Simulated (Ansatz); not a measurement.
Two isomers of C5H8O: A = `C=CCC1CO1`, B = `CC(=O)C1CC1`.

Computed with Ansatz on PBE0-D4/def2-TZVP structures; ΔE is electronic, products minus reactants. CCSD(T)/CBS adds triple-zeta CCSD(T) − MP2 to the extrapolated MP2 energy (def2 sets, frozen cores). DFT in def2-TZVPP. B3LYP here is the variant with VWN-RPA as its local correlation; programs differ in this. Each species was taken in one conformer, which may not be the lowest.

A:

```xyz
14

C     1.3941    1.0858   -0.8907
C     0.1731    0.8044   -1.3247
C    -0.7857   -0.1567   -0.6990
C    -0.2239   -0.9524    0.4388
C    -0.3483   -0.5092    1.8230
O    -1.1676   -1.5489    1.3141
H     1.8140    0.6198   -0.0060
H     2.0205    1.8016   -1.4096
H    -0.1934    1.3076   -2.2168
H    -1.1543   -0.8463   -1.4690
H    -1.6718    0.3836   -0.3441
H     0.6161   -1.6005    0.1911
H    -0.8615    0.4270    2.0317
H     0.3886   -0.8157    2.5613
```

B:

```xyz
14

C    -1.6648    1.3638   -0.1986
C    -0.2629    0.9084    0.0961
O     0.5972    1.6752    0.4646
C     0.0110   -0.5385   -0.0908
C     1.3914   -0.9197   -0.5727
C     1.0208   -1.1733    0.8362
H    -1.7555    2.4358   -0.0344
H    -2.3729    0.8275    0.4401
H    -1.9251    1.1211   -1.2332
H    -0.8196   -1.1509   -0.4200
H     1.4583   -1.7564   -1.2560
H     2.0581   -0.0896   -0.7693
H     1.4387   -0.5136    1.5862
H     0.8252   -2.1899    1.1519
```

(1) Which is lower in electronic energy at CCSD(T)/CBS, and by how much? (An estimate is asked.)

(2) Give E(B) − E(A) in kcal/mol with r2SCAN-D4, HF/def2-TZVPP, B3LYP-D4, CCSD(T)/def2-TZVPP, PBE-D4, CCSD/def2-TZVPP, B3LYP. (An estimate is asked.)

Largest T1 diagnostic: 0.013.

## Answers

(1) Computed: B, by 26.3 kcal/mol.

(2) Ansatz gave: r2SCAN-D4 -29.4, HF/def2-TZVPP -28.5, B3LYP-D4 -27.5, CCSD(T)/def2-TZVPP -26.9, PBE-D4 -28.3, CCSD/def2-TZVPP -26.9, B3LYP -27.6. None reverses the order clearly.
